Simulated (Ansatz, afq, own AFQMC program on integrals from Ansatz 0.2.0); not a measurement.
**GaPH, quartet: AFQMC among the cluster methods**

| atom | x (Å) | y (Å) | z (Å) |
| --- | --- | --- | --- |
| P | 0.0000 | 0.0000 | 1.9358 |
| Ga | 0.0000 | 0.0000 | -0.1922 |
| H | 0.0000 | 0.0000 | -1.7436 |

Connectivity, by distances: P–GaH.

Basis cc-pVDZ. Noble-gas cores (and the filled d shells of Ga–Kr and In–Xe) are frozen. Ansatz 0.2.0 and our own AFQMC program on the same integrals; the CISD trial comes from CCSD amplitudes, and released means the phaseless constraint is let go. Error bars are statistical, one sigma. No spin–orbit coupling.

Determinant: UHF, the one that the program's search chose, which needn't be the lowest solution. The geometry is a PBE0/def2-TZVP stationary point of this or a neighbouring charge and spin state.

No full CI on the walks' own integrals is used here; CCSDT(Q) serves as the reference and is uncertain by about the last step of the cluster series.

Cautions: no relativity below Rb; no spin-orbit coupling; inner d shell frozen; another spin lies lower (by 2.52 eV); the ph-AFQMC/CISD walk drifts between its halves (2.9 errors).

- T1 diagnostic: 0.0182
- weight of the determinant in the CISD state: 0.892
- ⟨S²⟩ of the determinant: 3.789
- size of the correlated space: 9 electrons in 31 orbitals

Reference: CCSDT(Q), correlation energy -4.252 eV. The released energy is read at 2.40 1/Eh (meV from the phaseless value at times in 1/Eh: -4 ± 8 at 0.24, -8 ± 8 at 0.51, -9 ± 8 at 0.99, -9 ± 7 at 1.62, -14 ± 10 at 2.40).

```csv
level,E − E(reference) (mEh),share of correlation (%)
HF,156.27,0.00
MP2,37.61,75.93
CCSD,5.52,96.47
CCSD(T),1.44,99.08
CCSDT,0.27,99.82
ph-AFQMC/CISD,0.22 ± 0.35,99.86
released AFQMC,-0.30 ± 0.36,100.19
```

A walk keeps the symmetry of its determinant, which the program's search chose and which needn't be the lowest solution, so a lower state of the same spin and another symmetry isn't excluded. Released energies are given only where the last usable release times agree within the noise; a slower fall can still hide under it.
